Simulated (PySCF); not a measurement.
Fluorine: a sound run and one with changed settings

Sound run: F [He] 2s2 2p5, F⁺ [He] 2s2 2p4. All numbers are calculated (PySCF 2.14, the non-relativistic Hamiltonian (point nucleus), in def2-TZVP (5s3p2d1f, 31 functions)). The sound run starts from symmetry-adapted Hartree-Fock orbitals and uses a fine grid where one is needed.

A second run was set up differently.

| species | method | sound run (hartree) | changed run (hartree) | converged |
| --- | --- | --- | --- | --- |
| F | UHF | -99.41180 | -99.41180 | yes |
| F | M06-L | -99.75374 | -99.75762 | yes |
| F | MN15 | -99.68628 | -99.66219 | yes |
| F⁺ | UHF | -98.83647 | -98.83647 | yes |
| F⁺ | M06-L | -99.12123 | -99.08497 | yes |
| F⁺ | MN15 | -99.04016 | -99.04842 | yes |

Ionisation energy of F:

```tsv
method	sound run (eV)	changed run (eV)
UHF	15.655	15.655
M06-L	17.212	18.304
MN15	17.582	16.701
```

(1) What was changed?
A. basis contracted for another Hamiltonian
B. radial grid too coarse
C. level shift left on
D. a valence shell is frozen

Results:

(1) B. It used radial step 0.8 in ln r (0.13 in the sound run). A coarse radial grid mis-integrates the density and the exchange-correlation energy, with errors of either sign; Hartree-Fock needs no grid.
